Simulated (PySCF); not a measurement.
Simulated O 1s region for `O=P(O)(O)O`, binding energy against the vacuum level.

Every computed line was given a Gaussian of 0.4 eV full width at half maximum and an area set by the number of equivalent atoms; the highest printed point is 100. Theory: PySCF, delta-SCF UKS SCAN, pcX-2 on the ionised atom, pcseg-1 elsewhere, spin-free X2C.

binding energy (eV), intensity and a bar:
```
    536.8          0 
    536.9          0 
    537.0          2 #
    537.1          7 ##
    537.2         17 #####
    537.3         28 ########
    537.4         33 ##########
    537.5         28 ########
    537.6         17 #####
    537.7          7 ##
    537.8          2 #
    537.9          0 
    538.0          0 
    538.1          0 
    538.2          0 
    538.3          0 
    538.4          0 
    538.5          0 
    538.6          0 
    538.7          0 
    538.8          0 
    538.9          0 
    539.0          0 
    539.1          0 
    539.2          0 
    539.3          0 
    539.4          0 
    539.5          0 
    539.6          1 
    539.7          6 ##
    539.8         21 ######
    539.9         50 ###############
    540.0         84 #########################
    540.1        100 ##############################
    540.2         84 #########################
    540.3         50 ###############
    540.4         21 ######
    540.5          6 ##
    540.6          1 
    540.7          0
```

Q: Count the maxima, the lines and the sites behind this envelope.

A: The curve has 2 maxima (at 537.4 and 540.1 eV). Under it lie 2 lines from 2 inequivalent oxygen sites.

Q: Decompose the envelope and assign each component. Numbering: `[O:1]=[P:2]([OH:3])([OH:4])[OH:5]`.

A: 
```tsv
position (eV)	relative area	line	atoms	environment
537.40	1	O 1s	O1	phosphoryl oxygen
540.10	3	O 1s	O3/O4/O5	hydroxyl oxygen
```

Q: What are the centre and the root-mean-square width of the whole band?

A: The area-weighted mean of the lines is 539.43 eV. Their own spread about it is 1.17 eV (rms) and each Gaussian has σ = 0.4/2.355 = 0.17 eV; the variances add, which gives 1.18 eV.

The listed O 1s values span 2.70 eV, from O1 (bonded to P (double bond)) to O3/O4/O5 (bonded to H and P).

The curve has no shake-up lines and no vibrational structure. Atoms equivalent by their bonding share one computed value, that of the first of them. One conformer (not necessarily the lowest) at the PBE0-D3(BJ)/def2-SVP geometry, without solvent, vibrations or thermal averaging.

Hardware: one thread of an Arm Neoverse V2, shared host. Cost: 18 s, 0.45 GiB resident at most.

Shape of the structure used: `[O:1]=[P:2]([OH:3])([OH:4])[OH:5]`: H–O3–P2–O1 35°, H–O4–P2–O1 36°, H–O5–P2–O1 32°.
